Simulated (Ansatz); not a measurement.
One structure, 3 elements: ZrV3, ZrNb3, ZrTa3

Plane-wave DFT in Ansatz with scalar-relativistic PAW potentials, cutoff 420 eV, Γ-centred meshes chosen by cell and gap, Gaussian smearing with energies taken to zero width. Every cell was relaxed (cell and atoms) in a run of its own, within the symmetry of its start. Functional: PBE.

All members share space group Pm-3m and the same sites; only the element on one set of sites changes (V, Nb, Ta). Members needn't be the stable form of their composition. Energies over the elements, where given, are against the elements' standard states in the same functional (H₂, N₂, O₂ and halogens uncorrected, Hg as a solid). The first member:

Space group Pm-3m (No. 221). a = 4.014 Å, b = 4.014 Å, c = 4.014 Å, α = 90.00°, β = 90.00°, γ = 90.00°
```
atom site symmetry x y z
  Zr    1a m-3m  0.0000  0.0000  0.0000
   V    3c    4/mm.m  0.0000  0.5000  0.5000
```

| compound | V (Å³/atom) | a (Å) | energy over elements (eV/atom) |
| --- | --- | --- | --- |
| ZrV3 | 16.17 | 4.014 | 0.378 |
| ZrTa3 | 19.74 | 4.290 | 0.268 |

**Question.** Predict the member with Nb.

**Answer.** V (Å³/atom) 19.73, a (Å) 4.289, energy over elements (eV/atom) 0.291. Interpolating linearly in period between V and Ta would give 17.95 Å³/atom (9.0 % too small), with 0.323 eV/atom over the elements. Over the whole series the volume grows at each step down the group; all are metallic on the mesh; none is bound against its elements in this structure, and Ta comes closest. Ta is hardly larger than Nb here (19.74 against 19.73 Å³/atom), as one expects from the lanthanide contraction and relativistic shrinking of 6s.

Spin-orbit coupling is left out, which matters for the bands of heavy elements.